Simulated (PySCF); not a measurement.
PySCF input (PBE0/aug-pcseg-2):

```python
import numpy as np, basis_set_exchange as bse
from pyscf import gto, scf, dft, df, tdscf

basis = {'F': gto.basis.parse(bse.get_basis('aug-pcseg-2', elements=['F'], fmt='nwchem')), 'H': gto.basis.parse(bse.get_basis('aug-pcseg-2', elements=['H'], fmt='nwchem'))}
mol = gto.M(
    atom='''
    F    -0.00000000   -0.00000000   -0.09245367
    H     0.00000000    0.00000000    0.83208299
    ''',
    basis=basis,
    charge=0,
    verbose=4,
    max_memory=2160,
)
mf = dft.RKS(mol, xc='pbe0')
mf.grids.level = 3
mf = mf.density_fit(auxbasis=df.autoaux(mol))
mf.conv_tol = 1e-9
mf.max_cycle = 100
print('smallest overlap eigenvalue', np.linalg.eigvalsh(mol.intor('int1e_ovlp'))[0])
mf.kernel()
dip = mf.dip_moment()
td = tdscf.TDA(mf)
td.nstates = 4
td.kernel()
td.analyze()
osc = td.oscillator_strength()
```

Output:

```
PySCF version 2.14.0

[INPUT] verbose = 4
[INPUT] num. atoms = 2
[INPUT] num. electrons = 10
[INPUT] charge = 0
[INPUT] spin (= nelec alpha-beta = 2S) = 0
[INPUT] symmetry False subgroup None
[INPUT] Mole.unit = angstrom
[INPUT] Symbol           X                Y                Z      unit          X                Y                Z       unit  Magmom
[INPUT]  1 F      0.000000000000   0.000000000000  -0.092453670000 AA    0.000000000000   0.000000000000  -0.174712115511 Bohr   0.0
[INPUT]  2 H      0.000000000000   0.000000000000   0.832082990000 AA    0.000000000000   0.000000000000   1.572408964009 Bohr   0.0

nuclear repulsion = 5.15133158514234
number of shells = 23
number of NR pGTOs = 88
number of NR cGTOs = 69
basis = {'F': [[0, [17450.7, 0.000655972], [2617.68, 0.00506944], [595.857, 0.0259899], [168.651, 0.100353], [54.6654, 0.284095], [19.3717, 0.5], [7.06202, 0.370721]], [0, [13.1197, -0.101997], [1.45046, 0.5]], [0, [0.588255, 1.0]], [0, [0.22796, 1.0]], [0, [0.081985, 1.0]], [1, [77.9407, 0.00931135], [18.0425, 0.0663964], [5.42342, 0.246386], [1.84876, 0.5]], [1, [0.617455, 1.0]], [1, [0.185496, 1.0]], [1, [0.052568, 1.0]], [2, [2.8, 1.0]], [2, [0.8, 1.0]], [2, [0.1577, 1.0]], [3, [1.2, 1.0]], [3, [0.21027, 1.0]]], 'H': [[0, [75.4732, 0.00427821], [11.3575, 0.0328672], [2.60081, 0.159578], [0.735503, 0.5]], [0, [0.231761, 1.0]], [0, [0.0741675, 1.0]], [0, [0.022307, 1.0]], [1, [1.6, 1.0]], [1, [0.45, 1.0]], [1, [0.066921, 1.0]], [2, [1.25, 1.0]], [2, [0.089229, 1.0]]]}
ecp = {}
ETB for H: l = 0, exps = 0.044614 * 1.8^n , n = 0..13
ETB for H: l = 1, exps = 0.089228 * 2^n , n = 0..6
ETB for H: l = 2, exps = 0.111536 * 2.2^n , n = 0..5
ETB for H: l = 3, exps = 0.15615 * 2.2^n , n = 0..4
ETB for F: l = 0, exps = 0.105136 * 1.8^n , n = 0..16
ETB for F: l = 1, exps = 0.105136 * 1.8^n , n = 0..13
ETB for F: l = 2, exps = 0.105136 * 1.8^n , n = 0..12
ETB for F: l = 3, exps = 0.210268 * 2.2^n , n = 0..6
ETB for F: l = 4, exps = 0.262838 * 2.2^n , n = 0..4
smallest overlap eigenvalue 0.0005390717027602154

******** <class 'pyscf.df.df_jk.DFRKS'> ********
method = DFRKS
initial guess = minao
damping factor = 0
level_shift factor = 0
DIIS = <class 'pyscf.scf.diis.CDIIS'>
diis_start_cycle = 1
diis_space = 8
diis_damp = 0
SCF conv_tol = 1e-09
SCF conv_tol_grad = None
SCF max_cycles = 100
direct_scf = False
XC library pyscf.dft.libxc version 7.1.2
    S. Lehtola, C. Steigemann, M. J. T. Oliveira, and M. A. L. Marques,  SoftwareX 7, 1–5 (2018)
XC functionals = pbe0
    C. Adamo and V. Barone,  J. Chem. Phys. 110, 6158 (1999)
    M. Ernzerhof and G. E. Scuseria,  J. Chem. Phys. 110, 5029 (1999)
radial grids:
    Treutler-Ahlrichs [JCP 102, 346 (1995); DOI:10.1063/1.469408] (M4) radial grids

becke partition: Becke, JCP 88, 2547 (1988); DOI:10.1063/1.454033
pruning grids: <function nwchem_prune>
grids dens level: 3
symmetrized grids: False
atomic radii adjust function: <function treutler_atomic_radii_adjust>
small_rho_cutoff = 0
Set gradient conv threshold to 3.16228e-05
Initial guess from minao.
tot grids = 24072
******** <class 'pyscf.df.df.DF'> ********
auxbasis = {'H': [[0, [np.float64(92.89957545170537), 1]], [0, [np.float64(51.61087525094744), 1]], [0, [np.float64(28.67270847274857), 1]], [0, [np.float64(15.929282484860318), 1]], [0, [np.float64(8.849601380477955), 1]], [0, [np.float64(4.916445211376641), 1]], [0, [np.float64(2.7313584507648003), 1]], [0, [np.float64(1.5174213615360002), 1]], [0, [np.float64(0.8430118675200001), 1]], [0, [np.float64(0.4683399264), 1]], [0, [np.float64(0.26018884800000003), 1]], [0, [np.float64(0.14454936000000002), 1]], [0, [np.float64(0.08030520000000001), 1]], [0, [np.float64(0.044614), 1]], [1, [np.float64(5.710592), 1]], [1, [np.float64(2.855296), 1]], [1, [np.float64(1.427648), 1]], [1, [np.float64(0.713824), 1]], [1, [np.float64(0.356912), 1]], [1, [np.float64(0.178456), 1]], [1, [np.float64(0.089228), 1]], [2, [np.float64(5.748154987520002), 1]], [2, [np.float64(2.6127977216000007), 1]], [2, [np.float64(1.1876353280000003), 1]], [2, [np.float64(0.53983424), 1]], [2, [np.float64(0.24537920000000002), 1]], [2, [np.float64(0.111536), 1]], [3, [np.float64(3.657907440000001), 1]], [3, [np.float64(1.6626852000000005), 1]], [3, [np.float64(0.7557660000000002), 1]], [3, [np.float64(0.34353000000000006), 1]], [3, [np.float64(0.15615), 1]]], 'F': [[0, [np.float64(1276.7666541371536), 1]], [0, [np.float64(709.3148078539742), 1]], [0, [np.float64(394.06378214109685), 1]], [0, [np.float64(218.92432341172045), 1]], [0, [np.float64(121.62462411762247), 1]], [0, [np.float64(67.56923562090137), 1]], [0, [np.float64(37.53846423383409), 1]], [0, [np.float64(20.85470235213005), 1]], [0, [np.float64(11.585945751183361), 1]], [0, [np.float64(6.4366365284352005), 1]], [0, [np.float64(3.575909182464), 1]], [0, [np.float64(1.9866162124800002), 1]], [0, [np.float64(1.1036756736), 1]], [0, [np.float64(0.6131531520000001), 1]], [0, [np.float64(0.34064064), 1]], [0, [np.float64(0.1892448), 1]], [0, [np.float64(0.105136), 1]], [1, [np.float64(218.92432341172045), 1]], [1, [np.float64(121.62462411762247), 1]], [1, [np.float64(67.56923562090137), 1]], [1, [np.float64(37.53846423383409), 1]], [1, [np.float64(20.85470235213005), 1]], [1, [np.float64(11.585945751183361), 1]], [1, [np.float64(6.4366365284352005), 1]], [1, [np.float64(3.575909182464), 1]], [1, [np.float64(1.9866162124800002), 1]], [1, [np.float64(1.1036756736), 1]], [1, [np.float64(0.6131531520000001), 1]], [1, [np.float64(0.34064064), 1]], [1, [np.float64(0.1892448), 1]], [1, [np.float64(0.105136), 1]], [2, [np.float64(121.62462411762247), 1]], [2, [np.float64(67.56923562090137), 1]], [2, [np.float64(37.53846423383409), 1]], [2, [np.float64(20.85470235213005), 1]], [2, [np.float64(11.585945751183361), 1]], [2, [np.float64(6.4366365284352005), 1]], [2, [np.float64(3.575909182464), 1]], [2, [np.float64(1.9866162124800002), 1]], [2, [np.float64(1.1036756736), 1]], [2, [np.float64(0.6131531520000001), 1]], [2, [np.float64(0.34064064), 1]], [2, [np.float64(0.1892448), 1]], [2, [np.float64(0.105136), 1]], [3, [np.float64(23.840165654272013), 1]], [3, [np.float64(10.836438933760004), 1]], [3, [np.float64(4.925654060800001), 1]], [3, [np.float64(2.2389336640000006), 1]], [3, [np.float64(1.0176971200000002), 1]], [3, [np.float64(0.46258960000000005), 1]], [3, [np.float64(0.210268), 1]], [4, [np.float64(6.157137852800002), 1]], [4, [np.float64(2.798699024000001), 1]], [4, [np.float64(1.2721359200000002), 1]], [4, [np.float64(0.5782436000000001), 1]], [4, [np.float64(0.262838), 1]]]}
init E= -100.312523550771
  HOMO = -0.516478761941126  LUMO = -0.0238158651188094  gap/eV = 13.40604
cycle= 1 E= -100.355616809144  delta_E= -0.0431  |g|= 0.485  |ddm|= 0.774
  HOMO = -0.317686427283312  LUMO = -0.0098861849849623  gap/eV = 8.37567
cycle= 2 E= -100.317773065263  delta_E= 0.0378  |g|= 0.723  |ddm|= 0.514
  HOMO = -0.438700839359355  LUMO = -0.0161497708605616  gap/eV = 11.49820
cycle= 3 E= -100.393976832474  delta_E= -0.0762  |g|= 0.0237  |ddm|= 0.29
  HOMO = -0.434448669787301  LUMO = -0.0135267370810812  gap/eV = 11.45387
cycle= 4 E= -100.394058471043  delta_E= -8.16e-05  |g|= 0.00372  |ddm|= 0.012
  HOMO = -0.434876642013926  LUMO = -0.0134950775050058  gap/eV = 11.46638
cycle= 5 E= -100.394060015581  delta_E= -1.54e-06  |g|= 0.000385  |ddm|= 0.0016
  HOMO = -0.434985122247786  LUMO = -0.0134986967813724  gap/eV = 11.46923
cycle= 6 E= -100.394060039845  delta_E= -2.43e-08  |g|= 1.56e-05  |ddm|= 0.000179
  HOMO = -0.434983048044615  LUMO = -0.0134963405169817  gap/eV = 11.46924
cycle= 7 E= -100.394060039907  delta_E= -6.26e-11  |g|= 3.2e-06  |ddm|= 1.68e-05
  HOMO = -0.434981466721467  LUMO = -0.0134963648309832  gap/eV = 11.46919
Extra cycle  E= -100.394060039906  delta_E= 8.67e-13  |g|= 4.65e-06  |ddm|= 4.27e-06
converged SCF energy = -100.394060039906
Dipole moment(X, Y, Z, Debye):  0.00000,  0.00000,  1.81733

******** <class 'pyscf.tdscf.rks.TDA'> for <class 'pyscf.df.df_jk.DFRKS'> ********
nstates = 4 singlet
deg_eia_thresh = 1.000e-03
wfnsym = None
conv_tol = 1e-05
eigh lindep = 1e-12
eigh level_shift = 0
eigh max_cycle = 100
chkfile = tmpifwd85my

Excitation energies (eV)
[ 9.74375249  9.74375249 12.18846966 12.18846966]

** Singlet excitation energies and oscillator strengths **
Excited State   1:      9.74375 eV    127.24 nm  f=0.0336
       5 -> 6        -0.69119
       5 -> 10       -0.11113
Excited State   2:      9.74375 eV    127.24 nm  f=0.0336
       4 -> 6         0.69119
       4 -> 10        0.11113
Excited State   3:     12.18847 eV    101.72 nm  f=0.0113
       5 -> 7        -0.69349
Excited State   4:     12.18847 eV    101.72 nm  f=0.0113
       4 -> 7        -0.69349

** Transition electric dipole moments (AU) **
state          X           Y           Z        Dip. S.      Osc.
  1        -0.3349     -0.1695     -0.0000      0.1409      0.0336
  2        -0.1695      0.3349     -0.0000      0.1409      0.0336
  3         0.1787      0.0775     -0.0000      0.0380      0.0113
  4        -0.0775      0.1787     -0.0000      0.0380      0.0113

** Transition velocity dipole moments (imaginary part, AU) **
state          X           Y           Z        Dip. S.      Osc.
  1        -0.1314     -0.0665     -0.0000      0.0217      0.0404
  2        -0.0665      0.1314      0.0000      0.0217      0.0404
  3         0.0681      0.0295     -0.0000      0.0055      0.0082
  4        -0.0295      0.0681     -0.0000      0.0055      0.0082

** Transition magnetic dipole moments (imaginary part, AU) **
state          X           Y           Z
  1        -0.0492      0.0971     -0.0000
  2         0.0971      0.0492     -0.0000
  3        -0.0266      0.0613      0.0000
  4        -0.0613     -0.0266      0.0000
```
